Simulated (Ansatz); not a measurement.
Question: Name a neutral molecule of C, N, O and H with HOMO–LUMO gap (B3LYP/def2-TZVPP) between 7.00 and 7.30 eV and size of the dipole moment (ωB97M-V/def2-TZVPP) between 3.45 and 3.75 D (Ansatz, PBE0-D4/def2-TZVP geometry).

Answer: `N=C(O)CCO` (7.18 eV, 3.60 D). Other molecules can fit too; these were computed, each in one conformer that needn't be the lowest.

B3LYP here is the variant with VWN-RPA as its local correlation; programs differ in this.
